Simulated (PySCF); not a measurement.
Gas-phase reaction: 2 Si + Si₂H₆ + 3 Cl₂ = 2 H₃SiSiCl₃

Method: PySCF energies plus ideal-gas RRHO corrections (1 bar). † marks an energy on the PBE0/def2-TZVP geometry and frequencies; other levels use their own. MP2 and CCSD(T) freeze the core. 6-31G* has spherical d functions here. Open shells (unrestricted): Si (multiplicity 3, electronic degeneracy 9); the rest are closed-shell singlets. Spin-orbit splitting is ignored; it lowers the true energy and changes the entropy of Si. B3LYP is the form with VWN-RPA correlation. H₃SiSiCl₃: computed as isolated molecules; such fragments, hydroxides, amides, oligomers or adducts are transient or little studied in the gas. MP2 isn't extrapolated to the basis-set limit; its ΔH°(298 K) is -1887.9 kJ in def2-SVP and -1937.6 kJ in def2-TZVPP. CCSD(T) isn't extrapolated to the basis-set limit. The harmonic model lacks anharmonicity and excited electronic states, which grow with temperature; levels with a mode under 35 cm⁻¹ are left out. Internal rotation in Si₂H₆, H₃SiSiCl₃ is treated as a harmonic vibration of one conformer, which makes the entropy rough.

| level | ΔE electronic, kJ | ΔH°(298 K), kJ | ΔS°(298 K), J/K | ΔG°(2000 K), kJ |
|---|---|---|---|---|
| B3LYP/6-31G* | -1794 | -1778 | -532 | -760 |
| CCSD(T)/def2-SVP† | -1808 | -1793 | -527 | -787 |
| M06-2X/def2-TZVP† | -1907 | -1892 | -527 | -886 |
| MP2/def2-SVP† | -1903 | -1888 | -527 | -882 |
| PBE/def2-TZVP† | -1830 | -1815 | -527 | -809 |
| PBE0/def2-QZVP† | -1869 | -1854 | -527 | -848 |
| PBE0/def2-SVP† | -1907 | -1892 | -527 | -886 |
ΔH° is lowest at M06-2X/def2-TZVP† and highest at B3LYP/6-31G*. No reference value is set beside these.
